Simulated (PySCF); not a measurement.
## Telling isomers of C3H4F2 apart by NMR

PySCF calculation with structure optimised with PBE0-D3(BJ)/def2-SVP, GIAO PBE0/pcSseg-1 shieldings and B3LYP/pcJ-1 coupling constants; non-relativistic Hamiltonian, rapidly exchanging positions averaged, no solvent, one conformer.

δ = σ(ref) − σ, references computed at the same level: TMS for 1H (σref 31.27) and 13C (σref 184.41). Multiplet labels drop J under 1 Hz and among equivalent protons, and merge close values. Unscaled 3J(H,H) run several per cent high. Vicinal couplings that depend on rotamer populations or ring flexing (ring, CH–CH, X–H and H–F types) are those of the one conformer. One-bond C–F couplings are unscaled and too large by tens of Hz. Shifts are as computed. Against solution values, carbons near 30 ppm lie about +2 ppm off and those near 130 ppm about +5 ppm. Of 1313 compounds with measured shifts, 239 miss one by over three times the rms of a fit or turn the order of signals round; such compounds aren't used in these exercises.

(1) Tabulate the signals of `FC1(F)CC1`, `C=CC(F)F` and their relative energies.

(2) What is the quickest way to tell FC1(F)CC1 from C=CC(F)F?

Answers

(1) 
| SMILES | carbon types | δC | δH | E rel. (kcal/mol) |
| --- | --- | --- | --- | --- |
| FC1(F)CC1 | 1×C 2×CH2 | 113.0, 12.2 | 1.16 (m, 4H) | 5.4 |
| C=CC(F)F | 2×CH 1×CH2 | 140.5, 128.1, 115.4 | 6.12 (tq, 1H), 6.09 (m, 1H), 6.03 (m, 1H), 5.78 (m, 1H) | 0.0 |

Energies are electronic energies at PBE0/pcSseg-1 on these geometries, without zero-point or thermal terms, each for the one conformer computed, which needn't be the lowest.

(2) Count the carbon signals: 2 against 3. The first has a three-membered-ring carbon (C) at 113.0 ppm, the second an alkene CH at 140.5 ppm. In the proton spectra the most deshielded non-exchanging signals are 1.16 (m, 4H) and 6.12 (tq, J = 63.6, 1.9 Hz, 1H).
